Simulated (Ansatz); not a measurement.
Reaction: C2H3F (fluoroethene, SMILES C=CF) → C2H2F (SMILES C=[C]F, doublet) + H (doublet) (the C-H bond breaks)
Each species at its own B3LYP-D3(BJ)/def2-TZVP minimum (Ansatz, a program for electronic structure).

Quantity: bond dissociation energy (electronic), in kJ/mol. Open shells are spin-unrestricted; no spin-orbit coupling. CBS(X,Y): correlation extrapolated as X^-3, Hartree-Fock from the larger set (Q,5: extrapolated as (X+1)exp(-9√X)). A bracket is a step between two methods taken in the basis named. The functionals are non-relativistic, so their misses hold any scalar relativity. Double hybrids freeze cores in their MP2 part. 'core' is core correlation in cc-pwCVTZ, 'X2C' scalar relativity in cc-pVTZ-DK, both at CCSD(T). Where a partner has so few electrons that a lower coupled-cluster level is exact, that level stands in. The UHF reference of C2H2F (C=[C]F, doublet) is spin-contaminated (<S^2> up to 0.18 over the pure value in the sets run).

CCSD(T)/CBS(cc-pVQZ,cc-pV5Z) + [CCSDT(Q) - CCSD(T)]/cc-pVDZ + core + X2C (Ansatz) gives 499.5 kJ/mol.

Q: What does PBE/def2-TZVPD (Ansatz) give here, and how do the other levels compare?

A: PBE gives 475.4 kJ/mol, 24.1 kJ/mol below it. Differences of the others: r2SCAN/def2-TZVPD (Ansatz) -26.7; PBE0/def2-TZVPD (Ansatz) -20.2; wB97M-V/def2-TZVPD (Ansatz) -0.4; B2PLYP/def2-TZVPD (Ansatz) -10.3; CCSD(T)/CBS(cc-pVQZ,cc-pV5Z) + core + X2C (Ansatz) 1.7 kJ/mol.
